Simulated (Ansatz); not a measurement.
# Counterpoise correction, worked out

The pair of NH3 (SMILES N, atoms 1–4) and CO (SMILES [C-]#[O+], atoms 5–6), both closed shells, in one local arrangement (a lower one may exist), relaxed at PBE0-D4/def2-TZVP:

```json
{"atom": "N1", "x (Å)": "0.0472", "y (Å)": "0.0749", "z (Å)": "-0.9144"}
{"atom": "H2", "x (Å)": "0.4721", "y (Å)": "0.7463", "z (Å)": "-1.5420"}
{"atom": "H3", "x (Å)": "0.4221", "y (Å)": "-0.8356", "z (Å)": "-1.1503"}
{"atom": "H4", "x (Å)": "-0.9428", "y (Å)": "0.0510", "z (Å)": "-1.1256"}
{"atom": "C5", "x (Å)": "-0.2990", "y (Å)": "-0.4376", "z (Å)": "2.1420"}
{"atom": "O6", "x (Å)": "0.3004", "y (Å)": "0.4010", "z (Å)": "2.5905"}
```

Ansatz 0.2.0; basis: def2-TZVPPD; cores frozen in the correlated methods.

CCSD(T) total energies in eV:

| system | geometry | basis functions | energy |
| --- | --- | --- | --- |
| pair | pair | all | -4616.14777 |
| NH3 | as in the pair | all (partner as ghosts) | -1536.86695 |
| CO | as in the pair | all (partner as ghosts) | -3079.25273 |
| NH3 | as in the pair | its own | -1536.86052 |
| CO | as in the pair | its own | -3079.24880 |
| NH3 | free (PBE0-D4 minimum) | its own | -1536.86074 |
| CO | free (PBE0-D4 minimum) | its own | -3079.24783 |

Task: Work out the interaction energy with and without the counterpoise correction, the superposition error, and the binding energy from the relaxed fragments.

Result: Without correction: -4616.14777 − (-1536.86052) − (-3079.24880) = -0.03845 eV.
With correction (each fragment in the whole basis): -4616.14777 − (-1536.86695) − (-3079.25273) = -0.02809 eV = -0.65 kcal/mol.
The superposition error is the difference, 0.01036 eV, 27 % of the uncorrected value: each fragment borrows its partner's functions.
Deformation from the free shapes: 0.00022 eV for NH3 and -0.00097 eV for CO (a small negative value is possible, since the free shapes are minima of another method).
Binding energy from relaxed fragments: -0.02809 + 0.00022 + (-0.00097) = -0.02884 eV = -0.67 kcal/mol (electronic, without zero-point energy; negative means bound). For comparison, the corrected interaction energy by CCSD(T) at an estimated basis limit (MP2 extrapolated from triple and quadruple zeta, plus CCSD(T) − MP2 in triple zeta) is -0.036 eV; triple zeta with the correction binds less.

T1 diagnostic: at most 0.020.

For scale, one of the runs: CCSD(T)/def2-TZVPPD, 165 basis functions, launched by `ansatz run in.yaml --threads 2 --pin off --events-out ev --progress --plain --max-ram 5222MiB`. Hardware: 2 CPU threads of an Arm Neoverse V2, shared host. Wall time 18 s; peak host memory 1.4 GiB.
